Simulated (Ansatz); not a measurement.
## Energy profile

The step: SiH₂ + H₂O → SiH₄O ([OH][SiH3]); bonds formed: Si1–H2; dative contacts that become bonds: Si1–O3; bonds broken: H2–O3 (atoms numbered as in the saddle structure below).

```
atom    x (Å)    y (Å)    z (Å)
 Si1  -0.5058   0.4448  -0.4717
  H2   1.0818   0.1530  -0.6919
  O3   0.9864  -0.1925   0.5125
  H4  -1.4633  -0.7062  -0.3895
  H5  -1.1036   1.4563   0.4546
  H6   1.0046  -1.1555   0.5860
```

Electronic energies by CCSD(T) at an estimated basis limit (MP2 extrapolated from triple and quadruple zeta, plus CCSD(T) − MP2 in triple zeta), on PBE0-D4/def2-TZVP structures; SiH₄O, singlet; no counterpoise correction. Program: Ansatz 0.2.0. Basis: def2-TZVPP and def2-QZVPP. Cores are frozen in the correlated methods. Extrapolation: Hartree–Fock as exp(−7.88 √X), correlation as X^−2.97.

Q: Give the profile in eV, counted from the separated reactants. (To be estimated.)

A: Computed:
```csv
point,eV
"separated: SiH₂ (Si1, H4, H5; singlet) + H₂O (H2, O3, H6; singlet)",0.000
start structure,-0.703
saddle,0.304
end structure,-3.290
```

No T1 diagnostic of these runs exceeds 0.016. The restricted Hartree–Fock reference is unstable towards an unrestricted one at one or more of these structures.

Losses and insertions of silylenes and their heavier kin drive the gas-phase chemistry of silicon and germanium vapour deposition.

Labels in which every atom is bracketed show which atoms are joined, not bond orders.

For scale, one of the runs: CCSD(T)/def2-TZVPP, 129 basis functions, launched by `ansatz run in.yaml --threads 2 --pin off --events-out ev --progress --plain --max-ram 4352MiB`. The run took about 6.5 s on 2 CPU threads of an Arm Neoverse V1 (shared host).
